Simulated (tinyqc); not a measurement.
UHF in the sto-6g basis, for H2O+, spin multiplicity 2, step by step (part 2 of 3). Computed by tinyqc, a small Python program that keeps every step (integrals from PySCF). Command: `OMP_NUM_THREADS=1 python tinyqc.py 31734 31735 out.jsonl` (the two numbers bound the seeds that draw the settings). One thread of a shared host (Intel(R) Xeon(R) Processor @ 2.60GHz), about 0.2 s of CPU time with the checks.

Geometry (angstrom):
```
atom        x         y        z
O     0.00000   0.00000  0.00000
H     0.00000   0.93000  0.60300
H     0.00000  -0.93000  0.60300
```

## Iteration 2: building the Fock matrix

D(alpha) after iteration 1:
```
           1O 1s     1O 2s    1O 2px    1O 2py    1O 2pz     2H 1s     3H 1s
1O 1s    1.05938  -0.26959  -0.01477   0.00618  -0.03365   0.00086   0.07477
1O 2s   -0.26959   1.26797   0.12306  -0.01430   0.26611  -0.07593  -0.53024
1O 2px  -0.01477   0.12306   0.68166  -0.29719  -0.24964  -0.03282  -0.30734
1O 2py   0.00618  -0.01430  -0.29719   0.83531  -0.24736  -0.05729  -0.00972
1O 2pz  -0.03365   0.26611  -0.24964  -0.24736   0.88831  -0.21363  -0.49100
2H 1s    0.00086  -0.07593  -0.03282  -0.05729  -0.21363   0.12510   0.30892
3H 1s    0.07477  -0.53024  -0.30734  -0.00972  -0.49100   0.30892   0.91869
```

D(beta) after iteration 1:
```
           1O 1s     1O 2s    1O 2px    1O 2py    1O 2pz     2H 1s     3H 1s
1O 1s    1.05126  -0.21464  -0.00112   0.01009   0.02296  -0.03520  -0.00098
1O 2s   -0.21464   0.89567   0.02990  -0.03583  -0.12113   0.15818  -0.00204
1O 2px  -0.00112   0.02990   0.66067  -0.28989  -0.35789   0.00613  -0.14546
1O 2py   0.01009  -0.03583  -0.28989   0.84727  -0.26391  -0.06652   0.01025
1O 2pz   0.02296  -0.12113  -0.35789  -0.26391   0.45559   0.01337   0.10974
2H 1s   -0.03520   0.15818   0.00613  -0.06652   0.01337   0.03292   0.00390
3H 1s   -0.00098  -0.00204  -0.14546   0.01025   0.10974   0.00390   0.03602
```

core Hamiltonian H = T + V (hartree):
```
            1O 1s     1O 2s    1O 2px    1O 2py    1O 2pz     2H 1s     3H 1s
1O 1s   -32.88598  -7.26802   0.00000   0.00000  -0.01333  -1.23903  -1.23903
1O 2s    -7.26802  -9.10757   0.00000   0.00000  -0.15426  -2.85888  -2.85888
1O 2px    0.00000   0.00000  -7.35940   0.00000   0.00000   0.00000   0.00000
1O 2py    0.00000   0.00000   0.00000  -7.48418   0.00000  -1.75951   1.75951
1O 2pz   -0.01333  -0.15426   0.00000   0.00000  -7.41186  -1.17855  -1.17855
2H 1s    -1.23903  -2.85888   0.00000  -1.75951  -1.17855  -4.49855  -0.89829
3H 1s    -1.23903  -2.85888   0.00000   1.75951  -1.17855  -0.89829  -4.49855
```

nuclear repulsion = 7.9234236 hartree

Given earlier and not repeated: Two-electron integrals (ij|kl) in chemists' order.

J_ij = sum D_kl (ij|kl) with D = D(alpha) + D(beta), K_ij = sum D_kl (ik|jl) for each spin; F = H + J - K(s); E = tr D H + tr D J / 2 - 0.5 sum_s tr D(s) K(s) + E_nn.

Coulomb J (hartree):
```
           1O 1s     1O 2s    1O 2px    1O 2py    1O 2pz     2H 1s     3H 1s
1O 1s   16.86388   2.96396   0.00387  -0.00655   0.00497   0.51672   0.51761
1O 2s    2.96396   7.61020   0.01244  -0.05930   0.04161   2.30812   2.37447
1O 2px   0.00387   0.01244   7.59034  -0.04956  -0.06217  -0.01139   0.00259
1O 2py  -0.00655  -0.05930  -0.04956   7.64724  -0.05901   1.51307  -1.61771
1O 2pz   0.00497   0.04161  -0.06217  -0.05901   7.59300   0.99354   1.04897
2H 1s    0.51672   2.30812  -0.01139   1.51307   0.99354   3.97715   0.73158
3H 1s    0.51761   2.37447   0.00259  -1.61771   1.04897   0.73158   4.34140
```

exchange K(alpha) (hartree):
```
          1O 1s     1O 2s    1O 2px    1O 2py    1O 2pz     2H 1s     3H 1s
1O 1s   4.92161   0.76588   0.00170   0.00011   0.00232   0.14098   0.14226
1O 2s   0.76588   1.28486   0.01829  -0.00389   0.04004   0.39877   0.40374
1O 2px  0.00170   0.01829   0.87971  -0.20046  -0.24588  -0.08545  -0.08192
1O 2py  0.00011  -0.00389  -0.20046   1.01248  -0.18673   0.14861  -0.32290
1O 2pz  0.00232   0.04004  -0.24588  -0.18673   0.92342   0.04368   0.10196
2H 1s   0.14098   0.39877  -0.08545   0.14861   0.04368   0.22671   0.13505
3H 1s   0.14226   0.40374  -0.08192  -0.32290   0.10196   0.13505   0.66360
```

exchange K(beta) (hartree):
```
           1O 1s     1O 2s    1O 2px    1O 2py    1O 2pz     2H 1s     3H 1s
1O 1s    4.90017   0.75120   0.00041  -0.00122  -0.00206   0.13874   0.14082
1O 2s    0.75120   1.19023  -0.01155  -0.02184  -0.05401   0.39364   0.38178
1O 2px   0.00041  -0.01155   0.82984  -0.21550  -0.31371  -0.09113  -0.04597
1O 2py  -0.00122  -0.02184  -0.21550   0.97017  -0.23925   0.14812  -0.24271
1O 2pz  -0.00206  -0.05401  -0.31371  -0.23925   0.69136   0.03880   0.16584
2H 1s    0.13874   0.39364  -0.09113   0.14812   0.03880   0.22324   0.11638
3H 1s    0.14082   0.38178  -0.04597  -0.24271   0.16584   0.11638   0.27005
```

F(alpha) (hartree):
```
            1O 1s     1O 2s    1O 2px    1O 2py    1O 2pz     2H 1s     3H 1s
1O 1s   -20.94371  -5.06994   0.00216  -0.00667  -0.01068  -0.86329  -0.86368
1O 2s    -5.06994  -2.78224  -0.00585  -0.05541  -0.15268  -0.94953  -0.88815
1O 2px    0.00216  -0.00585  -0.64877   0.15091   0.18371   0.07406   0.08451
1O 2py   -0.00667  -0.05541   0.15091  -0.84941   0.12772  -0.39505   0.46470
1O 2pz   -0.01068  -0.15268   0.18371   0.12772  -0.74227  -0.22869  -0.23153
2H 1s    -0.86329  -0.94953   0.07406  -0.39505  -0.22869  -0.74811  -0.30176
3H 1s    -0.86368  -0.88815   0.08451   0.46470  -0.23153  -0.30176  -0.82075
```

F(beta) (hartree):
```
            1O 1s     1O 2s    1O 2px    1O 2py    1O 2pz     2H 1s     3H 1s
1O 1s   -20.92228  -5.05527   0.00345  -0.00534  -0.00630  -0.86105  -0.86224
1O 2s    -5.05527  -2.68761   0.02399  -0.03746  -0.05864  -0.94439  -0.86619
1O 2px    0.00345   0.02399  -0.59890   0.16595   0.25154   0.07974   0.04856
1O 2py   -0.00534  -0.03746   0.16595  -0.80710   0.18023  -0.39456   0.38450
1O 2pz   -0.00630  -0.05864   0.25154   0.18023  -0.51021  -0.22381  -0.29542
2H 1s    -0.86105  -0.94439   0.07974  -0.39456  -0.22381  -0.74463  -0.28309
3H 1s    -0.86224  -0.86619   0.04856   0.38450  -0.29542  -0.28309  -0.42720
```

total energy of this density = -74.5394442 hartree

## Iteration 2: DIIS over 2 matrices

error matrix X^T (FDS - SDF) X (alpha):
```
          1         2         3         4         5         6         7
1   0.00000   0.01679  -0.02762  -0.02027  -0.02869  -0.06319  -0.00261
2  -0.01679   0.00000   0.08604   0.12327   0.10407   0.01556   0.07066
3   0.02762  -0.08604   0.00000   0.04733  -0.05921  -0.10572   0.03895
4   0.02027  -0.12327  -0.04733   0.00000  -0.06847   0.16839  -0.10040
5   0.02869  -0.10407   0.05921   0.06847   0.00000   0.00755   0.05245
6   0.06319  -0.01556   0.10572  -0.16839  -0.00755   0.00000   0.09951
7   0.00261  -0.07066  -0.03895   0.10040  -0.05245  -0.09951   0.00000
```

B (overlaps of the stored error matrices):
```
               1              2
1  5.7015217e+01  1.8748196e+00
2  1.8748196e+00  4.7213833e-01
```

Minimise |sum c_i e_i|^2 with sum c_i = 1: solve [B -1; -1 0][c; lambda] = [0; -1] with B_ij = tr e_i^T e_j summed over both spins, and take F = sum c_i F_i.

DIIS coefficients: -0.02610  1.02610

extrapolated F(alpha) (hartree):
```
            1O 1s     1O 2s    1O 2px    1O 2py    1O 2pz     2H 1s     3H 1s
1O 1s   -20.92848  -5.06820   0.00223  -0.00550  -0.00970  -0.86233  -0.86449
1O 2s    -5.06820  -2.77773  -0.00711  -0.05650  -0.15355  -0.94927  -0.88963
1O 2px    0.00223  -0.00711  -0.64080   0.15274   0.18256   0.07436   0.08359
1O 2py   -0.00550  -0.05650   0.15274  -0.84468   0.12595  -0.39761   0.46696
1O 2pz   -0.00970  -0.15355   0.18256   0.12595  -0.73633  -0.22949  -0.22977
2H 1s    -0.86233  -0.94927   0.07436  -0.39761  -0.22949  -0.74855  -0.30125
3H 1s    -0.86449  -0.88963   0.08359   0.46696  -0.22977  -0.30125  -0.81939
```

extrapolated F(beta) (hartree):
```
            1O 1s     1O 2s    1O 2px    1O 2py    1O 2pz     2H 1s     3H 1s
1O 1s   -20.90838  -5.05586   0.00334  -0.00414  -0.00692  -0.85996  -0.86265
1O 2s    -5.05586  -2.68649   0.02299  -0.03814  -0.06087  -0.94389  -0.86649
1O 2px    0.00334   0.02299  -0.59151   0.16817   0.25193   0.08021   0.04679
1O 2py   -0.00414  -0.03814   0.16817  -0.80253   0.17978  -0.39726   0.38516
1O 2pz   -0.00692  -0.06087   0.25193   0.17978  -0.50151  -0.22457  -0.29517
2H 1s    -0.85996  -0.94389   0.08021  -0.39726  -0.22457  -0.74787  -0.28298
3H 1s    -0.86265  -0.86649   0.04679   0.38516  -0.29517  -0.28298  -0.42127
```

## Iteration 2: diagonalisation and new density

X:
```
           1O 1s     1O 2s   1O 2px    1O 2py    1O 2pz     2H 1s     3H 1s
1O 1s    1.02235  -0.13263  0.00000   0.00000  -0.00607   0.01747   0.01747
1O 2s   -0.13263   1.15568  0.00000   0.00000   0.06310  -0.22249  -0.22249
1O 2px   0.00000   0.00000  1.00000   0.00000   0.00000   0.00000   0.00000
1O 2py   0.00000   0.00000  0.00000   1.07960   0.00000  -0.18150   0.18150
1O 2pz  -0.00607   0.06310  0.00000   0.00000   1.02953  -0.10449  -0.10449
2H 1s    0.01747  -0.22249  0.00000  -0.18150  -0.10449   1.12532  -0.05034
3H 1s    0.01747  -0.22249  0.00000   0.18150  -0.10449  -0.05034   1.12532
```

overlap S:
```
          1O 1s    1O 2s   1O 2px    1O 2py   1O 2pz    2H 1s     3H 1s
1O 1s   1.00000  0.23114  0.00000   0.00000  0.00000  0.03914   0.03914
1O 2s   0.23114  1.00000  0.00000   0.00000  0.00000  0.38352   0.38352
1O 2px  0.00000  0.00000  1.00000   0.00000  0.00000  0.00000   0.00000
1O 2py  0.00000  0.00000  0.00000   1.00000  0.00000  0.28267  -0.28267
1O 2pz  0.00000  0.00000  0.00000   0.00000  1.00000  0.18328   0.18328
2H 1s   0.03914  0.38352  0.00000   0.28267  0.18328  1.00000   0.14961
3H 1s   0.03914  0.38352  0.00000  -0.28267  0.18328  0.14961   1.00000
```

A level shift of 0.2 hartree raises the virtual space: F + shift (S - S D(s) S), with D(s) the density of one spin. Diagonalise F' = X^T F X, C = X C', fill 5 alpha and 4 beta electrons from the bottom; D(s) = C_occ C_occ^T. Each column has its largest component positive (the first on a tie).

F' = X^T F X (alpha) (hartree):
```
           1         2         3         4         5         6         7
1  -20.60246  -2.49986   0.00550   0.00049  -0.00918  -0.11223  -0.12927
2   -2.49986  -1.78972  -0.04301  -0.06622  -0.10286  -0.41245  -0.29228
3    0.00550  -0.04301  -0.57714   0.21636   0.22722   0.05348   0.15110
4    0.00049  -0.06622   0.21636  -0.63608   0.17358  -0.28382   0.38545
5   -0.00918  -0.10286   0.22722   0.17358  -0.66117  -0.09455  -0.01910
6   -0.11223  -0.41245   0.05348  -0.28382  -0.09455  -0.24386  -0.15428
7   -0.12927  -0.29228   0.15110   0.38545  -0.01910  -0.15428  -0.45109
```

orbital energies (alpha) (hartree): MO1 -20.93169, MO2 -1.67522, MO3 -1.01718, MO4 -0.86422, MO5 -0.49365, MO6 -0.17707, MO7 0.19750

coefficients C (alpha):
```
             MO1       MO2       MO3       MO4       MO5       MO6       MO7
1O 1s    0.99669  -0.23779  -0.01266  -0.04729   0.04127   0.09685  -0.00299
1O 2s    0.01496   0.95452   0.09003   0.22529  -0.32447  -0.61647   0.02593
1O 2px  -0.00009  -0.04447  -0.12543   0.70948  -0.46387   0.42818   0.28357
1O 2py   0.00040   0.03151   0.75886  -0.13772   0.12871   0.07449   0.78324
1O 2pz   0.00166   0.13235  -0.25228  -0.63483  -0.73514   0.03297   0.24515
2H 1s   -0.00310   0.09572   0.12719  -0.08179   0.14436   0.84803  -0.76844
3H 1s   -0.00282   0.04054  -0.35135  -0.08633   0.76654   0.42451   0.67986
```

F' = X^T F X (beta) (hartree):
```
           1         2         3         4         5         6         7
1  -20.58275  -2.50630   0.00083  -0.00234  -0.02520  -0.10680  -0.11749
2   -2.50630  -1.62761   0.01217  -0.02644   0.08032  -0.46958  -0.44081
3    0.00083   0.01217  -0.52365   0.22756   0.32117   0.04094   0.07240
4   -0.00234  -0.02644   0.22756  -0.60611   0.23510  -0.29642   0.34242
5   -0.02520   0.08032   0.32117   0.23510  -0.32744  -0.16833  -0.25514
6   -0.10680  -0.46958   0.04094  -0.29642  -0.16833  -0.23045  -0.09752
7   -0.11749  -0.44081   0.07240   0.34242  -0.25514  -0.09752   0.14681
```

orbital energies (beta) (hartree): MO1 -20.91134, MO2 -1.58000, MO3 -0.94429, MO4 -0.82057, MO5 -0.18500, MO6 0.26211, MO7 0.42789

coefficients C (beta):
```
             MO1       MO2       MO3       MO4       MO5       MO6       MO7
1O 1s    0.99684  -0.23384   0.01388  -0.04286   0.06641   0.06452   0.06678
1O 2s    0.01427   0.92807  -0.05531   0.22112  -0.40175  -0.41715  -0.45527
1O 2px  -0.00018  -0.06244  -0.22056   0.73628   0.54682  -0.31913   0.06696
1O 2py   0.00031   0.03325   0.82054  -0.02312  -0.02188  -0.56148   0.49065
1O 2pz   0.00133   0.03955  -0.27282  -0.60102   0.36039  -0.65234  -0.30518
2H 1s   -0.00287   0.15295   0.15751  -0.11077   0.74379   0.86002  -0.09591
3H 1s   -0.00257   0.05468  -0.17150  -0.14027   0.00290   0.02929   1.14437
```

D(alpha) after iteration 2:
```
           1O 1s     1O 2s    1O 2px    1O 2py    1O 2pz     2H 1s     3H 1s
1O 1s    1.05404  -0.23725  -0.04062  -0.00488  -0.02694  -0.01764   0.02771
1O 2s   -0.23725   1.07547   0.25660   0.02561   0.19915   0.03751  -0.26114
1O 2px  -0.04062   0.25660   0.73625  -0.25400  -0.08363  -0.14520  -0.37455
1O 2py  -0.00488   0.02561  -0.25400   0.61239  -0.19447   0.12938  -0.15479
1O 2pz  -0.02694   0.19915  -0.08363  -0.19447   1.02461  -0.07363  -0.41471
2H 1s   -0.01764   0.03751  -0.14520   0.12938  -0.07363   0.05288   0.07692
3H 1s    0.02771  -0.26114  -0.37455  -0.15479  -0.41471   0.07692   0.72013
```

D(beta) after iteration 2:
```
           1O 1s     1O 2s    1O 2px    1O 2py    1O 2pz     2H 1s     3H 1s
1O 1s    1.05040  -0.21304  -0.02020   0.00491   0.01405  -0.03169  -0.01171
1O 2s   -0.21304   0.91348   0.11705  -0.01963  -0.08109   0.10871   0.02918
1O 2px  -0.02020   0.11705   0.59466  -0.20007  -0.38482  -0.12585  -0.06887
1O 2py   0.00491  -0.01963  -0.20007   0.67493  -0.20865   0.13689  -0.13566
1O 2pz   0.01405  -0.08109  -0.38482  -0.20865   0.43722   0.02965   0.13325
2H 1s   -0.03169   0.10871  -0.12585   0.13689   0.02965   0.06048  -0.00310
3H 1s   -0.01171   0.02918  -0.06887  -0.13566   0.13325  -0.00310   0.05208
```

## Iteration 21 (converged): orbitals

converged F(alpha) (hartree):
```
            1O 1s     1O 2s    1O 2px    1O 2py    1O 2pz     2H 1s     3H 1s
1O 1s   -21.22469  -5.13576   0.00000   0.00000  -0.02125  -0.87714  -0.87714
1O 2s    -5.13576  -2.94929   0.00000   0.00000  -0.10998  -0.98426  -0.98426
1O 2px    0.00000   0.00000  -1.06265   0.00000   0.00000   0.00000   0.00000
1O 2py    0.00000   0.00000   0.00000  -0.94184   0.00000  -0.50651   0.50651
1O 2pz   -0.02125  -0.10998   0.00000   0.00000  -0.95198  -0.37178  -0.37177
2H 1s    -0.87714  -0.98426   0.00000  -0.50651  -0.37178  -0.74895  -0.27524
3H 1s    -0.87714  -0.98426   0.00000   0.50651  -0.37177  -0.27524  -0.74895
```

converged F(beta) (hartree):
```
            1O 1s     1O 2s    1O 2px    1O 2py    1O 2pz     2H 1s     3H 1s
1O 1s   -21.19241  -5.09142   0.00000   0.00000  -0.02056  -0.86854  -0.86854
1O 2s    -5.09142  -2.73622   0.00000   0.00000  -0.08551  -0.94661  -0.94661
1O 2px    0.00000   0.00000  -0.17152   0.00000   0.00000   0.00000   0.00000
1O 2py    0.00000   0.00000   0.00000  -0.83191   0.00000  -0.50614   0.50614
1O 2pz   -0.02056  -0.08551   0.00000   0.00000  -0.86341  -0.37212  -0.37212
2H 1s    -0.86854  -0.94661   0.00000  -0.50614  -0.37212  -0.79154  -0.27090
3H 1s    -0.86854  -0.94661   0.00000   0.50614  -0.37212  -0.27090  -0.79154
```

Diagonalise F' = X^T F X, C = X C', fill 5 alpha and 4 beta electrons from the bottom; D(s) = C_occ C_occ^T. Each column has its largest component positive (the first on a tie).

F' = X^T F X (alpha) (hartree):
```
           1         2         3         4         5         6         7
1  -20.89691  -2.51613   0.00000   0.00000  -0.03229  -0.11809  -0.11809
2   -2.51613  -1.92923   0.00000   0.00000   0.02290  -0.41283  -0.41283
3    0.00000   0.00000  -1.06265   0.00000   0.00000   0.00000   0.00000
4    0.00000   0.00000   0.00000  -0.73196   0.00000  -0.39063   0.39063
5   -0.03229   0.02290   0.00000   0.00000  -0.87031  -0.24913  -0.24913
6   -0.11809  -0.41283   0.00000  -0.39063  -0.24913  -0.34060  -0.05611
7   -0.11809  -0.41283   0.00000   0.39063  -0.24913  -0.05611  -0.34060
```

orbital energies (alpha) (hartree): MO1 -21.22786, MO2 -1.83099, MO3 -1.10424, MO4 -1.06265, MO5 -0.99626, MO6 -0.03805, MO7 0.08779

coefficients C (alpha):
```
             MO1       MO2       MO3      MO4       MO5       MO6       MO7
1O 1s    0.99674  -0.23780   0.00000  0.00000   0.06167   0.09795   0.00000
1O 2s    0.01474   0.95236   0.00000  0.00000  -0.32458  -0.66604   0.00000
1O 2px   0.00000   0.00000   0.00001  1.00000   0.00000   0.00000   0.00000
1O 2py   0.00000   0.00000   0.75184  0.00000   0.00000   0.00000   0.81618
1O 2pz   0.00212   0.11961   0.00000  0.00000   0.88437  -0.53794   0.00000
2H 1s   -0.00286   0.07530   0.31406  0.00000   0.19439   0.77139  -0.79082
3H 1s   -0.00286   0.07530  -0.31406  0.00000   0.19439   0.77139   0.79082
```

F' = X^T F X (beta) (hartree):
```
           1         2         3         4         5         6         7
1  -20.87118  -2.50028   0.00000   0.00000  -0.03514  -0.11797  -0.11797
2   -2.50028  -1.69523   0.00000   0.00000   0.06116  -0.41106  -0.41106
3    0.00000   0.00000  -0.17152   0.00000   0.00000   0.00000   0.00000
4    0.00000   0.00000   0.00000  -0.60722   0.00000  -0.40165   0.40165
5   -0.03514   0.06116   0.00000   0.00000  -0.77409  -0.25918  -0.25918
6   -0.11797  -0.41106   0.00000  -0.40165  -0.25918  -0.39696  -0.05453
7   -0.11797  -0.41106   0.00000   0.40165  -0.25918  -0.05453  -0.39696
```

orbital energies (beta) (hartree): MO1 -21.19463, MO2 -1.64648, MO3 -1.05807, MO4 -0.93398, MO5 -0.17152, MO6 -0.01690, MO7 0.10842

coefficients C (beta):
```
             MO1       MO2       MO3       MO4      MO5       MO6       MO7
1O 1s    0.99730  -0.22702   0.00000   0.07467  0.00000   0.10826   0.00000
1O 2s    0.01227   0.89691   0.00000  -0.39206  0.00000  -0.70559   0.00000
1O 2px   0.00000   0.00000   0.00000   0.00000  1.00000   0.00000   0.00000
1O 2py   0.00000   0.00000   0.68603   0.00000  0.00000   0.00000   0.87222
1O 2pz   0.00189   0.11540   0.00000   0.85178  0.00000  -0.58902   0.00000
2H 1s   -0.00240   0.13035   0.37466   0.22919  0.00000   0.75431  -0.76397
3H 1s   -0.00240   0.13035  -0.37466   0.22919  0.00000   0.75431   0.76397
```

D(alpha) after iteration 21:
```
           1O 1s     1O 2s   1O 2px    1O 2py    1O 2pz     2H 1s     3H 1s
1O 1s    1.05384  -0.23180  0.00000   0.00000   0.02821  -0.00877  -0.00877
1O 2s   -0.23180   1.01256  0.00000   0.00000  -0.17310   0.00858   0.00858
1O 2px   0.00000   0.00000  1.00000   0.00000   0.00000   0.00000   0.00000
1O 2py   0.00000   0.00000  0.00000   0.56526   0.00000   0.23613  -0.23613
1O 2pz   0.02821  -0.17310  0.00000   0.00000   0.79642   0.18091   0.18091
2H 1s   -0.00877   0.00858  0.00000   0.23613   0.18091   0.14210  -0.05517
3H 1s   -0.00877   0.00858  0.00000  -0.23613   0.18091  -0.05517   0.14210
```

D(beta) after iteration 21:
```
           1O 1s     1O 2s   1O 2px    1O 2py    1O 2pz     2H 1s     3H 1s
1O 1s    1.05171  -0.22065  0.00000   0.00000   0.03929  -0.01487  -0.01487
1O 2s   -0.22065   0.95832  0.00000   0.00000  -0.23042   0.02703   0.02703
1O 2px   0.00000   0.00000  0.00000   0.00000   0.00000   0.00000   0.00000
1O 2py   0.00000   0.00000  0.00000   0.47064   0.00000   0.25703  -0.25703
1O 2pz   0.03929  -0.23042  0.00000   0.00000   0.73885   0.21025   0.21025
2H 1s   -0.01487   0.02703  0.00000   0.25703   0.21025   0.20990  -0.07085
3H 1s   -0.01487   0.02703  0.00000  -0.25703   0.21025  -0.07085   0.20990
```
